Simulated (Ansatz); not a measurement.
# PNH2 (triplet): from Hartree-Fock to the top rungs, cc-pVDZ

How much of the correlation energy of PNH2 (triplet) does each wave-function method recover here?

Method: cc-pVDZ, core rule «outside noble gas», up to 6 orbitals frozen; program: Ansatz 0.2.0, Gaussian basis.

The runs, in order: UHF; CCSD(T) on ROHF; CCSD(T) on UHF; BCCD(T) on ROHF; CISD; CCSDT(Q) on ROHF; CCSDT(Q) on UHF; CASSCF and MRCISD+Q, 12 electrons in 10 orbitals; CASSCF and NEVPT2, 12 electrons in 10 orbitals.

25 further runs of the same task are left out: 1 for a mislabelled method, 8 that didn't finish, 16 set aside as unsound or not needed.

### Step 1. What is computed

The geometry is a PBE0/def2-TZVP stationary point (not a proven minimum).

4 atoms, charge 0, spin multiplicity 3.

Atoms are counted from 1 here; the program's logs count them from 0.

Bond lengths: N1–P2 1.682 Å, N1–H3 1.006 Å, N1–H4 1.006 Å. Angles: P2–N1–H3 122.7°, P2–N1–H4 122.7°, H3–N1–H4 114.7°.

### Step 2. UHF

in.yaml reads:

```yaml
crystal:
  periodic: [false, false, false]
  atoms:
    - {symbol: N, position_ang: [0.000000, 0.000000, 1.085170]}
    - {symbol: P, position_ang: [0.000000, 0.000000, -0.596692]}
    - {symbol: H, position_ang: [0.000000, 0.847233, 1.628141]}
    - {symbol: H, position_ang: [0.000000, -0.847233, 1.628141]}
basis:
  gaussian: {orbitals: cc-pVDZ}
magnetization: {spin_polarized: true, initial_magnetization: 2}
hamiltonian: {xc: hf}
output: {orbitals: {seedname: orbitals}}
```

On the command line:

```sh
> ansatz run in.yaml --threads 1 --pin off --events-out ev --progress --plain --max-ram 2393MiB
```

The runs that follow: CCSD(T) on ROHF; CCSD(T) on UHF; BCCD(T) on ROHF; CISD; CCSDT(Q) on ROHF; CCSDT(Q) on UHF; CASSCF and MRCISD+Q, 12 electrons in 10 orbitals; CASSCF and NEVPT2, 12 electrons in 10 orbitals.

**Question.** What will the summary of the whole plan be? Wanted: UCCSDT(Q) below the RHF energy; RMP2 from UCCSDT(Q); UMP2 from UCCSDT(Q); RCCSD from UCCSDT(Q); RCCSD(T) from UCCSDT(Q); UCCSD(T) from UCCSDT(Q); RCCSDT(Q) from UCCSDT(Q); NEVPT2 valence from UCCSDT(Q); MRCISD+Q valence from UCCSDT(Q).

As calculated:

| quantity | value |
| --- | --- |
| UCCSDT(Q) below the RHF energy | -7.9412 eV |
| RMP2 from UCCSDT(Q) | +88.6 kJ/mol |
| UMP2 from UCCSDT(Q) | +92.2 kJ/mol |
| RCCSD from UCCSDT(Q) | +22.0 kJ/mol |
| RCCSD(T) from UCCSDT(Q) | +3.3 kJ/mol |
| UCCSD(T) from UCCSDT(Q) | +3.3 kJ/mol |
| RCCSDT(Q) from UCCSDT(Q) | +0.1 kJ/mol |
| NEVPT2 valence from UCCSDT(Q) | +116.1 kJ/mol |
| MRCISD+Q valence from UCCSDT(Q) | +2.3 kJ/mol |
| levels within 1 kcal/mol (43 meV) | RCCSD(T), UCCSD(T), BCCD(T), RCCSDT, UCCSDT, RCCSDT(Q), MRCISD+Q valence |
| T1 diagnostic | 0.020 |
| effectively unpaired electrons | 2.01 |

**Reading.** RCCSD(T) misses by +3.3 kJ/mol, 0.4 % of the correlation energy. One determinant dominates. Of the multireference levels listed MRCISD+Q valence comes nearest in total energy (+2.3 kJ/mol), which doesn't show that its space is the better one. These misses are within one basis, not against nature; the frozen cores of restricted and unrestricted runs differ, which can shift their rows.
